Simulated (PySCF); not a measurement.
ClH, SMILES Cl. The structure is a stationary point at PBE0-D3(BJ)/def2-TZVPD.

TDDFT-ωB97X/def2-TZVPD run with PySCF puts the lowest singlet excitations at 7.90, 7.90, 9.99, 9.99, 10.27, 10.27 eV.

What are the lowest excitation roots from PySCF with ADC(3)/aug-cc-pVDZ? (The exact figures need the calculation; the answer reports its results.)

7.80, 7.80, 10.10, 10.10, 10.65, 10.65 eV. S1 differs by -0.10 eV (second minus first; roots are paired by order, and the bases may differ).
